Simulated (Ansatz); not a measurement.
Ansatz (a program for electronic structure) input (CCSD(T)/cc-pwCVTZ): A basis named .json is the Basis Set Exchange file of that set (core-valence sets with the plain set on hydrogen).

Ansatz 0.2 input:
```yaml
crystal:
  periodic: [false, false, false]
  atoms:
    - {symbol: P, position_ang: [0.00293147, 0.00160888, 0.12817703]}
    - {symbol: H, position_ang: [-0.00384980, 1.18388197, -0.65609339]}
    - {symbol: H, position_ang: [1.01199153, -0.61366513, -0.65676338]}
    - {symbol: H, position_ang: [-1.05211382, -0.59435001, -0.60979871]}
basis:
  gaussian:
    orbitals: cc-pwCVTZ.json
magnetization: {spin_polarized: false}
correlation: {method: ccsd_t, frozen_orbitals: {H: 0, P: 1}}
```

Output:

```
Functional definition: HF
integrals: 0.11 GiB planned
564 factors; integrals over basis functions are off by at most 1.2e-3 eV
mean field: 0.17 GiB planned
mean field evaluation 1: about -9319.0472 eV, gradient 9.8e0 eV
mean field evaluation 2: about -9319.0485 eV, gradient 9.8e0 eV
mean field evaluation 4: about -9319.6349 eV, gradient 1.1e0 eV
mean field evaluation 8: about -9319.6426 eV, gradient 2.1e-3 eV
mean field evaluation 16: about -9319.6403 eV, gradient 2.5e-1 eV
mean field -9319.64257505 eV, -342.4905475525 hartree, gradient 2.2e-6 eV, S^2 0.000000; 0 other end points of the search recorded, 0 dependent functions left out
1 core orbitals not correlated
reference -9319.64257505 eV, -342.4905475525 hartree; 8, 8 occupied and 92, 92 virtual orbitals, 564 factors
second order -11.79138845 eV of doubles, -0.00000000 eV of singles
coupled cluster: 0.29 GiB planned
cycle   1  -12.30462060 eV  change   -5.1e-1 eV  update   5.9e-2
cycle   2  -12.53120633 eV  change   -2.3e-1 eV  update   1.9e-2
cycle   3  -12.54544700 eV  change   -1.4e-2 eV  update   6.3e-3
cycle   4  -12.54124981 eV  change    4.2e-3 eV  update   1.9e-3
cycle   5  -12.54150819 eV  change   -2.6e-4 eV  update   5.1e-4
cycle   6  -12.54141502 eV  change    9.3e-5 eV  update   1.4e-4
cycle   7  -12.54143177 eV  change   -1.7e-5 eV  update   4.2e-5
cycle   8  -12.54143554 eV  change   -3.8e-6 eV  update   1.2e-5
perturbative correction -0.25812847 eV, -0.0094860464 hartree
Total energy: -9332.44213906 eV, -342.9609228541 hartree
```
